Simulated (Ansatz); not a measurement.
This geometry of C4H5N (10 atoms, charge 0, multiplicity 1) is a first-order saddle point.

Computed with RKS LDA/6-31G (Ansatz 0.2.0).

```xyz
10
Properties=species:S:1:pos:R:3
C -1.848 1.118 0.838
C -0.892 0.660 0.069
C 0.058 0.201 -0.719
N 1.396 -0.036 -0.337
C 1.866 -1.215 -0.191
H -2.005 2.196 0.995
H -2.543 0.454 1.374
H -0.145 0.047 -1.791
H 1.266 -2.142 -0.301
H 2.930 -1.334 0.066
```

(1) Which two structures does it join? (They come from a converged band through this point; their orientation in space is the band's.)

(2) How far does it lie above each of them?

Answers

(1) No bond is made or broken. The dihedral H8–C3–N4–C5 goes from 0 to -146°.

Image 0:

```xyz
10
Properties=species:S:1:pos:R:3
C -1.844 1.391 0.853
C -0.967 0.613 0.279
C -0.097 -0.181 -0.322
N 1.189 -0.399 0.179
C 1.977 -1.186 -0.465
H -1.915 2.462 0.616
H -2.547 1.018 1.611
H -0.389 -0.699 -1.260
H 1.685 -1.705 -1.406
H 2.990 -1.365 -0.081
```

Image 8:

```xyz
10
Properties=species:S:1:pos:R:3
C -1.659 1.002 0.525
C -0.852 0.365 -0.286
C 0.028 -0.169 -1.118
N 1.369 -0.438 -0.802
C 1.714 -0.877 0.354
H -1.689 2.101 0.579
H -2.357 0.472 1.188
H -0.237 -0.370 -2.165
H 0.983 -1.135 1.149
H 2.782 -1.003 0.580
```

(2) 22.8 kJ/mol above the first and 18.2 kJ/mol above the second. This is the barrier of this one path; another mechanism may lie lower. Limits of this set-up: no polarisation functions.

Run time: 3 min on 1 thread of Arm Neoverse V1 (shared host), peak memory 0.11 GiB.
